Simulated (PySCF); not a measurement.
**Level sweep**

C3H5FOS.
SMILES: `O=[S@@]1CC[C@H]1F`

PySCF, dipoles from the SCF density, polarisabilities from static response with core orbitals frozen. Geometry: PBE0-D3(BJ)/def2-SVP, one conformer, isolated molecule.

Compare the levels for these properties.

```
              level  μ (D)  α (Å³)  anisotropy (Å³)
      LDA/def2-SVPD  4.137    9.30             2.60
      PBE/def2-SVPD  4.055    9.26             2.60
    B3LYP/def2-SVPD  4.305    8.97             2.53
     PBE0/def2-SVPD  4.316    8.86             2.50
BHandHLYP/def2-SVPD  4.589    8.62             2.42
CAM-B3LYP/def2-SVPD  4.445    8.84             2.48
  wB97X-D/def2-SVPD  4.419    8.80             2.48
  LC-wPBE/def2-SVPD  4.472    8.64             2.46
       HF/def2-SVPD  4.949    8.27             2.25
        PBE0/6-31G*  3.945    7.38             2.37
      PBE0/def2-SVP  3.999    7.42             2.50
       PBE0/6-31+G*  4.355    8.41             2.68
   PBE0/aug-cc-pVDZ  4.238    9.01             2.61
     PBE0/def2-TZVP  4.096    8.41             2.50
    PBE0/def2-TZVPD  4.164    9.02             2.50
```

The anisotropy is √(½[(α1 − α2)² + (α2 − α3)² + (α3 − α1)²]). The dipole runs from 3.94 D (PBE0/6-31G*) to 4.95 D (HF/def2-SVPD). No reference polarisability is at hand; against PBE0 in the largest diffuse basis at hand (def2-TZVPD) the other PBE0 rows deviate by 6-31G* -18%, def2-SVP -18%, 6-31+G* -7%, def2-SVPD -2%, aug-cc-pVDZ 0%, def2-TZVP -7%. In one basis (def2-SVPD) the functionals order the polarisability from HF (lowest) to LDA (highest), a spread of 12%. With PBE0 the polarisability is 7.73 Å³ without diffuse functions (mean of 6-31G*, def2-SVP and def2-TZVP) and 8.83 Å³ with them (mean of 6-31+G*, def2-SVPD, aug-cc-pVDZ and def2-TZVPD).
